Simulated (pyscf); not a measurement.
# Substitution at C: H₃C–CH₃ (SMILES CC) + SeH• (SMILES [SeH]) → CH₃• (SMILES [CH3]) + H₃C–SeH (SMILES C[SeH])

Gas phase, doublet surface, charge 0. Bonds broken: C1–C3. Bonds formed: Se2–C3. Structures and frequencies: ωB97X-D3(BJ)/def2-SVP in PySCF.

Transition state (Å):

```xyz
10

C     -1.8964     0.7864    -0.3190
Se     0.2270     0.0423     1.3812
C     -0.3462    -0.4762    -0.7610
H     -2.4414     0.7527    -1.2696
H     -2.4230     0.3233     0.5224
H     -1.4341     1.7538    -0.0949
H      0.5843    -1.0707    -0.6640
H     -1.1158    -1.2267    -0.9900
H     -0.1400     0.1965    -1.6055
H      1.4338    -0.7969     1.3587
```

One imaginary mode, 1060i cm⁻¹; descent along it reached the two sides named.

| bond | change | reactant side (Å) | saddle | product side |
|---|---|---|---|---|
| C1–C3 | breaks | 1.527 | 2.048 | 3.4 |
| Se2–C3 | forms | 3.7 | 2.277 | 1.952 |

Electronic energies relative to the separated reactants (eV):

```tsv
level	barrier	reaction energy	reverse barrier
ωB97X-D3(BJ)/def2-TZVP	3.04	+1.14	1.90
PBE/def2-TZVP	2.65	+1.10	1.55
r²SCAN/def2-TZVP	2.75	+1.00	1.75
B3LYP-D3(BJ)/def2-TZVP	2.86	+1.13	1.73
PBE0-D3(BJ)/def2-TZVP	2.89	+1.13	1.76
M06-2X/def2-TZVP	3.14	+1.30	1.84
ωB97M-D3(BJ)/def2-TZVP	3.12	+1.25	1.87
HF/def2-TZVP	3.84	+1.16	2.68
```

With ωB97M-D3(BJ)/def2-TZVP energies and thermal terms (ideal gas, 1 atm, RRHO with modes under 100 cm⁻¹ raised to 100, one conformer, R ln 2 for rigid chiral ones), in eV:

```
T (K)   ΔH‡   ΔG‡     ΔH     ΔG
-----  ----  ----  -----  -----
298    3.03  3.37  +1.11  +1.02
600    3.07  3.69  +1.15  +0.91
900    3.10  4.00  +1.16  +0.79
1200   3.13  4.29  +1.17  +0.67
```

This is the saddle that the search found; another between the same sides may lie lower. The angle at the attacked C is 81°: a side-on saddle, likely not the lowest. Left out: orbital degeneracy and the spin-orbit lowering of SeH, which is large for Br, Se, Te and I. Elements up to Kr have no core potential and no relativistic terms here.
